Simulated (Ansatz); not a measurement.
We consider 1T (CdI2-type) ZrSe₂, described by PBEsol in Ansatz (PAW).

Settings: plane-wave cutoff 500 eV, 12×12×6 k mesh (along the axes of the cell as run), gaussian smearing 0.02 eV, scalar-relativistic PAW data made under PBE.

Computed at the level's own relaxed cell.

Q: Estimate the volume per atom, equilibrium lattice constant a, lattice parameter c and band gap that the calculation returns.

A: 
- volume per atom = 24.66 Å³/atom
- equilibrium lattice constant a = 3.730 Å
- lattice parameter c = 6.138 Å
- band gap = 0.09 eV (on the SCF k mesh)

Measured, for comparison: band gap 1.18 eV (temperature not stated, no zero-point or thermal correction, fundamental, indirect, our sources range from 0.90 to 1.20; as tabulated in Rybak et al. (2022), arXiv:2210.12074); lattice constant a 3.77 Å (temperature not stated, no zero-point or thermal correction; as tabulated in Björkman (2014), arXiv:1406.2436); lattice parameter c 6.122 Å (temperature not stated, zero-point anharmonic expansion removed (computed with revB86b-DF2); no thermal correction; as tabulated in Björkman (2014), arXiv:1406.2436). Computed (rounded) less measured: lattice constant a -1.1 %, lattice parameter c +0.3 %. A static lattice is as a rule a little smaller and stiffer than an uncorrected measurement, which narrows the difference in the lattice constant a and would widen misses of the other sign.

Note: the cell comes from a level without a dispersion term, which matters for the spacing of layers, chains or molecules; the cell has widely spaced layers and the level no dispersion term, so their spacing and the moduli can rest on weak binding.

Spin–orbit coupling is not included.

Computed values are for the static lattice.

Ansatz is a quantum-chemistry and plane-wave program.
